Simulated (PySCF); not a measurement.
A GIAO shielding run with PySCF 2.14 (density fitting, non-relativistic, gas phase) on `C1=CC=C(N)S1`, C₄H₅NS:

```
{"job": {"kind": "nmr", "xc": "BLYP", "basis": "pcSseg-2", "pop": false}, "charge": 0, "multiplicity": 1}
N      2.133694     0.039342    -0.170970
C      0.762264     0.117316    -0.021744
C     -0.198850    -0.785065    -0.415708
C     -1.521926    -0.320214    -0.158856
C     -1.560097     0.913926     0.422946
S      0.035827     1.540434     0.659695
H      2.477666    -0.905143    -0.298620
H      2.676130     0.540115     0.522864
H      0.039114    -1.746344    -0.873199
H     -2.419613    -0.893336    -0.396327
H     -2.423067     1.500104     0.732226
```

Hardware: 1 thread of an Arm Neoverse V2, shared host. The job also computes ring-centre shieldings.

(1) How large is the calculation?

(2) How long does it take?

(3) And these other runs on the same molecule and hardware: GIAO shielding at BP86/pcSseg-2; GIAO shielding at HF/pcSseg-2; GIAO shielding at LDA/pcSseg-2; GIAO shielding at OPBE/pcSseg-2; GIAO shielding at PBE/pcSseg-2?

Results:

(1) 52 electrons, 293 basis functions and 803 auxiliary functions.

(2) 47 s of wall time, with 18 SCF cycles. Times on a shared host scatter by some tens of per cent.

(3) BP86/pcSseg-2: 293 functions, 45 s; HF/pcSseg-2: 293 functions, 19 s; LDA/pcSseg-2: 293 functions, 36 s; OPBE/pcSseg-2: 293 functions, 44 s; PBE/pcSseg-2: 293 functions, 47 s.
